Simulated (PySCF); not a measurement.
Point-charge models of `FCl` (ClF) against its computed dipole.

Coordinates (PBE0-D3(BJ)/def2-TZVP, Å) and charges (e) from the PBE0/pcSseg-2 density (PySCF):

| atom | x | y | z | Mulliken | IAO | Hirshfeld | ESP-fitted |
| --- | --- | --- | --- | --- | --- | --- | --- |
| F1 | 0.818 | -0.029 | 0.002 | -0.1897 | -0.3223 | -0.0950 | -0.1101 |
| Cl2 | -0.801 | 0.000 | -0.014 | +0.1897 | +0.3223 | +0.0949 | +0.1101 |

Task: Form Σ q r in debye for every column and set it beside the full dipole.

Result: The full density gives (-0.94, 0.02, -0.01) D, 0.94 D in size; dipole vectors point from the negative to the positive end.

| scheme | μx | μy | μz | size (D) | share of the full size (%) | angle to the full dipole (°) |
| --- | --- | --- | --- | --- | --- | --- |
| Mulliken | -1.48 | 0.03 | -0.01 | 1.48 | 157 | 0 |
| IAO | -2.51 | 0.04 | -0.02 | 2.51 | 267 | 0 |
| Hirshfeld | -0.74 | 0.01 | -0.01 | 0.74 | 79 | 0 |
| ESP-fitted | -0.86 | 0.01 | -0.01 | 0.86 | 91 | 0 |

Task: Which set comes closest?

Result: Length of the difference vector: ESP-fitted 0.08 D, Hirshfeld 0.20 D, Mulliken 0.54 D, IAO 1.57 D. Closest: ESP-fitted. 

Task: What is left for the Hirshfeld atoms' own dipoles?

Result: The shares of the density sum to the whole, so what Σ q r misses lies in dipoles about the nuclei. The atomic dipoles sum to (-0.94, 0.02, -0.01) − (-0.74, 0.01, -0.01) = (-0.20, 0.01, 0.00) D, 0.20 D in size.

Task: Give the size of the full dipole in other units.

Result: 0.94 D = 0.370 au = 0.196 e·Å = 3.14 × 10⁻³⁰ C·m.

Isolated species at its PBE0-D3(BJ)/def2-TZVP geometry, gas phase.
